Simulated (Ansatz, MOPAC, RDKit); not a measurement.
Species: formic acid, CH₂O₂, charge 0, multiplicity 1. SMILES: O=CO

Atoms: O1, C2, O3, H4, H5. Bonds: O1-C2, O1-H4, C2-O3, C2-H5.

Bond lengths (Å) and angles (degrees) optimised at UFF with RDKit; AM1 with MOPAC; PBE/6-31G* with Ansatz (a quantum-chemistry and plane-wave program); B3LYP/LANL2DZ with Ansatz; B3LYP/6-31G* with Ansatz; MP2/6-31G* with Ansatz, each started from the B3LYP-D3(BJ)/def2-TZVP structure (Ansatz) of the last column. A row stands for all coordinates that are equal there. 6-31G* holds six Cartesian d functions. No wavenumbers were computed at UFF, PBE/6-31G*, B3LYP/LANL2DZ, MP2/6-31G*, so these may be saddle points.

```csv
coordinate,UFF,AM1,PBE/6-31G*,B3LYP/LANL2DZ,B3LYP/6-31G*,MP2/6-31G*,B3LYP-D3(BJ)/def2-TZVP
O1-C2,1.390,1.357,1.357,1.380,1.347,1.352,1.344
O1-H4,1.013,0.971,0.987,0.985,0.977,0.980,0.972
C2-O3,1.259,1.230,1.215,1.234,1.205,1.214,1.197
C2-H5,1.081,1.103,1.109,1.095,1.100,1.096,1.097
O1-C2-O3,120.3,117.6,125.4,124.9,125.2,125.1,125.2
C2-O1-H4,120.8,110.6,105.4,112.0,106.6,106.1,107.7
O1-C2-H5,119.8,112.3,108.9,108.9,109.3,109.4,109.6
O3-C2-H5,119.9,130.1,125.7,126.2,125.4,125.5,125.2
```

Mean signed difference of all 4 bond lengths from B3LYP-D3(BJ)/def2-TZVP: UFF 0.033 Å, AM1 0.013 Å, PBE/6-31G* 0.015 Å, B3LYP/LANL2DZ 0.021 Å, B3LYP/6-31G* 0.005 Å, MP2/6-31G* 0.008 Å.
